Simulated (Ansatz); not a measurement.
The first iterations of a band of CH$_{2}$O$_{2}$S (6 atoms, charge 0, multiplicity 1).

These are results of RHF/def2-SVP in Ansatz, not measurements.

```
movable images  : 9
climbing image  : yes
spring          : 5.0 eV/Å²
optimiser       : quadratic models (default)
start path      : IDPP
force threshold : 0.2 eV/Å
iteration limit : 60
end points      : relaxed
```

Initial state:

```xyz
6
Properties=species:S:1:pos:R:3
O 0.760 0.471 -0.503
C -0.302 -0.123 -0.013
O -0.087 -0.539 1.200
S -1.706 -0.314 -0.822
H 0.582 0.766 -1.388
H 0.795 -0.326 1.480
```

Final state:

```xyz
6
Properties=species:S:1:pos:R:3
O 0.830 0.603 -0.765
C -0.029 -0.020 -0.018
O 0.502 -0.293 1.134
S -1.565 -0.406 -0.466
H 0.435 0.800 -1.605
H -0.131 -0.748 1.674
```

| iteration | highest image above the first end (eV) | largest band force component (eV/Å) |
| --- | --- | --- |
| 1 | 0.904 | 2.857 |
| 2 | 0.438 | 2.361 |

Task: Does the band converge within its limit, and where does its top end?

Result: It converged. It ended after 5 iterations with the highest image 0.412 eV above the first end. The threshold of 0.2 eV/Å is loose, so the images may lie well off the minimum-energy path. Another band between the same ends (9 images) ends at a top of the same energy, where a vibrational analysis finds 1 clearly imaginary mode.

Time of the run: 51 s on 1 thread of AMD EPYC 7R43 64-Core Processor (Zen 3) (shared host), peak memory 0.13 GiB.
